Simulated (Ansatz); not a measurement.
# C2H2F2 (vinylidene fluoride) at HF/STO-3G

Aim: the vertical ionisation energy of C2H2F2 (vinylidene fluoride) at HF/STO-3G, from 2 runs. 

Program for the calculation: Ansatz 0.2.0.

47 further runs of the same task are left out: 47 set aside as unsound or not needed.

## Step 1: Starting point

C2H2F2 has 6 atoms, charge 0, and is taken as a singlet. As SMILES, `C=C(F)F`. The shape is that of a PBE0-D4/def2-TZVP optimisation.

Bond lengths: C1–C2 1.315 Å, C2–F3 1.313 Å, C2–F4 1.313 Å, C1–H5 1.079 Å, C1–H6 1.079 Å. Angles: C1–C2–F3 125.2°, C1–C2–F4 125.2°, F3–C2–F4 109.6°, C2–C1–H5 119.7°, C2–C1–H6 119.7°, H5–C1–H6 120.6°.

## Step 2: A single-point energy at HF/STO-3G

Input file in.yaml:

```yaml
crystal:
  periodic: [false, false, false]
  atoms:
    - {symbol: C, position_ang: [-0.115900, 0.471000, -0.544400]}
    - {symbol: C, position_ang: [0.105000, -0.394600, 0.420100]}
    - {symbol: F, position_ang: [-0.454900, -0.363600, 1.607600]}
    - {symbol: F, position_ang: [0.919200, -1.422100, 0.343000]}
    - {symbol: H, position_ang: [0.394200, 0.360600, -1.488400]}
    - {symbol: H, position_ang: [-0.805600, 1.284800, -0.384200]}
basis:
  gaussian:
    orbitals: STO-3G
hamiltonian:
  xc: hf
accuracy: high
output:
  orbitals: {seedname: orbitals}
```

Command:

```console
ansatz run in.yaml --threads 1 --pin off --max-ram 3480MiB --events-out events.jsonl --progress --plain --runs-dir runs
```

Output:

```text
Warning: RAYON_NUM_THREADS=1 ignored (pool sized by the plan → 1); use --threads N
Functional definition: HF
  name "HF"
  exchange = exact_x
  correlation = 0
413 factors; integrals over basis functions are off by at most 4.8e-8 eV
mean field evaluation 1: about -7398.4187 eV, gradient 2.9e1 eV
mean field evaluation 2: about -7398.5586 eV, gradient 3.0e1 eV
mean field evaluation 4: about -7401.4028 eV, gradient 2.0e0 eV
mean field evaluation 8: about -7401.4246 eV, gradient 3.0e-4 eV
mean field -7401.42464672 eV, -271.9973389013 hartree, gradient 2.1e-8 eV, S^2 0.000000; 0 other end points of the search recorded, 0 dependent functions left out
reference -7401.42464672 eV, -271.9973389013 hartree; 16, 16 occupied and 6, 6 virtual orbitals, 413 factors
Total energy: -7401.42464672 eV, -271.9973389013 hartree
```

Wall time 0.14 s (1 thread of Arm Neoverse V1, shared host).

## Step 3: The doublet cation at the same level

in.yaml, as its differences from that of step 2:

```diff
@@ -12,2 +12,6 @@
     orbitals: STO-3G
+total_charge: 1
+magnetization:
+  spin_polarized: true
+  initial_magnetization: 1
 hamiltonian:
@@ -15,3 +19,2 @@
 accuracy: high
-output:
-  orbitals: {seedname: orbitals}
+output: {orbitals: {seedname: orbitals}}
```

Command:

```console
ansatz run in.yaml --threads 1 --pin off --max-ram 3480MiB --events-out events.jsonl --progress --plain --runs-dir runs
```

Output:

```text
Warning: RAYON_NUM_THREADS=1 ignored (pool sized by the plan → 1); use --threads N
[... 4 set-up lines as earlier in the session ...]
413 factors; integrals over basis functions are off by at most 4.8e-8 eV
mean field evaluation 1: about -7389.0954 eV, gradient 2.6e1 eV
mean field evaluation 2: about -7389.2238 eV, gradient 2.6e1 eV
mean field evaluation 4: about -7393.9666 eV, gradient 1.8e0 eV
mean field evaluation 8: about -7394.0207 eV, gradient 4.0e-4 eV
mean field -7394.01511361 eV, -271.7250435816 hartree, gradient 1.1e-8 eV, S^2 0.759605; 0 other end points of the search recorded, 0 dependent functions left out
reference -7394.01511361 eV, -271.7250435816 hartree; 16, 15 occupied and 6, 7 virtual orbitals, 413 factors
Total energy: -7394.01511361 eV, -271.7250435816 hartree
```

It took 0.18 s on 1 thread of Arm Neoverse V1, shared host.

## Step 4: Summary of results

At HF/STO-3G:

| quantity | value |
| --- | --- |
| singlet C2H2F2: total energy | -271.99734 Eh |
| singlet C2H2F2: HOMO energy | -8.19 eV |
| singlet C2H2F2: LUMO energy | 8.66 eV |
| singlet C2H2F2: HOMO–LUMO gap | 16.85 eV |
| doublet cation: total energy | -271.72504 Eh |
| doublet cation: HOMO energy (highest over α and β) | -19.60 eV |
| doublet cation: LUMO energy (lowest over α and β) | -6.85 eV |
| doublet cation: ⟨S²⟩ | 0.760 |
| vertical ionisation energy (to the doublet cation) | 7.410 eV |

**Reading.** The vertical ionisation energy comes to 7.41 eV (171 kcal/mol). −ε(HOMO) before ionisation, 8.19 eV, is 0.78 eV above this ionisation energy. In a minimal basis such a difference can be off by several eV, whatever the method.
